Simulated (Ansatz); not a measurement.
This Ansatz (a quantum-chemistry and plane-wave program) input (PBE0/pcseg-2) gives -535.12714 Eh with 64 basis functions. A basis named .json is the Basis Set Exchange file of that set (core-valence sets with the plain set on hydrogen).

Ansatz 0.2 input:
```yaml
crystal:
  periodic: [false, false, false]
  atoms:
    - {symbol: Cl, position_ang: [-0.00000000, -0.00000000, -0.50551697]}
    - {symbol: O, position_ang: [0.00000000, 0.00000000, 1.07422357]}
basis:
  gaussian:
    orbitals: pcseg-2
hamiltonian:
  xc: {name: PBE0}
magnetization: {spin_polarized: true, initial_magnetization: 1}
```

Change:
```diff
- orbitals: pcseg-2
+ orbitals: cc-pV_5+d_Z.json
```

What does the run give now?

-535.14102 Eh (PBE0/cc-pV(5+d)Z, 191 functions), a change of -13.88 mEh.
